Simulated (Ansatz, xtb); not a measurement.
**H3NOSi−: where a starting geometry ends**

The starting geometry of this gas-phase doublet was built from a drawn formula by distance geometry and a force field; its bonds are those of `O[N-][SiH2]`.

```xyz
6

N     0.6962   -0.2520    0.5178
O    -0.0010    0.9181    0.3704
Si    0.7742   -0.7918    2.2280
H    -0.9240    0.6206    0.4929
H    -0.6377   -0.9877    2.6976
H     1.4492    0.2532    3.0575
```

Predict what it relaxes into with r2SCAN-D4/def2-SVPD.

It keeps its bonds, and is `O[N-][SiH2]`.

The energy falls by 1.25 eV over 17 steps:

| step | E − E(last) (eV) |
| --- | --- |
| 1 | 1.250 |
| 3 | 0.622 |
| 5 | 0.328 |
| 6 | 0.196 |
| 8 | 0.053 |
| 10 | 0.018 |
| 12 | 0.009 |
| 13 | 0.002 |
| 15 | 0.000 |
| 17 | 0.000 |

Final geometry (Å):

```xyz
6

N     0.1844   -0.5639    0.5176
O     0.0506    0.7882    0.1466
Si    0.8693   -0.7705    2.1741
H     0.0925    1.2987    0.9831
H    -0.2523   -1.6170    2.8104
H     0.4124    0.6250    2.7324
```

From the same start GFN2-xTB ends elsewhere, differing in N1–O2 (2.81 against 1.41 Å here), O2–Si3 (1.71 against 2.69 Å here).

The end wasn't checked by frequencies. Open shells are spin-unrestricted. Run with Ansatz 0.2.0, 64 s on 2 threads of Arm Neoverse V2, on a shared host.
